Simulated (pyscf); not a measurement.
Single points on ωB97X-D3(BJ)/def2-SVP structures (PySCF, gas phase).

Q: For the elementary gas-phase step H₃C–CH₂–CdH + H₂C=CH₂ → H₃C–CH₂–Cd–CH₂–CH₃ (singlet surface; Cd–H broken, C–Cd, C–H formed), what barrier and reaction energy does ωB97M-D3(BJ)/def2-TZVP give, measured from the separated reactants?

A: ΔE‡ = 1.33 eV, ΔE = -1.04 eV. Zero-point energy shifts the barrier by +0.03 eV. It is an addition across a multiple bond or ene-type step, with an imaginary mode of 1014i cm⁻¹. On the reactant side the descent ends in a complex, 0.19 eV under the separated species and 1.41 eV under the saddle at ωB97X-D3(BJ)/def2-TZVP. On the product side the descent ends in a point that may be a rotor saddle (no frequency run), 0.12 eV over the lowest minimum found and 2.31 eV under the saddle at ωB97X-D3(BJ)/def2-TZVP. At the saddle there is also a short C–Cd contact that neither side keeps. At ωB97X-D3(BJ)/def2-TZVP the barrier from the zero used here is 1.22 eV. This is the saddle that the search found; another between the same sides may lie lower. Elements past Kr carry the def2 core potentials, without spin-orbit coupling.
